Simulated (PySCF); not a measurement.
These 4 structures share the formula C4H4F2. Method: PBE0-D3(BJ)/def2-SVP geometry optimisation, gas phase (PySCF). Energies are electronic, without zero-point or thermal terms, for one conformer each. No frequencies were run at this level. Point groups hold within 0.08 Å.

Task: Rank from lowest to highest electronic energy at this level (kcal/mol).
A. `FCC#CCF`
B. `[CH2:1]=[C:2]([F:3])[C:4](=[CH2:5])[F:6]` with C1–C2–C4–C5 180°
C. `[C@H]1(F)[C@H](F)C=C1`
D. `[F:1][CH2:2][C:3]1=[C:4]([F:5])[CH2:6]1` with F1–C2–C3–C4 -2°

Result: B (0.0), C (9.3), A (27.4), D (38.9).

As drawn, the highest has a three-membered ring, which the lowest lacks.

```
            SMILES      E (Eh)  E rel (kcal/mol)  dipole (D)  point group      A, B, C (MHz)
      C=C(F)C(=C)F  -353.82926               0.0        0.00          C2h   5374, 3490, 2116
F[C@@H]1C=C[C@H]1F  -353.81445               9.3        1.80           C2   5677, 3414, 2356
           FCC#CCF  -353.78554              27.4        1.83           C2  15973, 1177, 1170
       FCC1=C(F)C1  -353.76720              38.9        2.13           Cs   6469, 2301, 1736
```
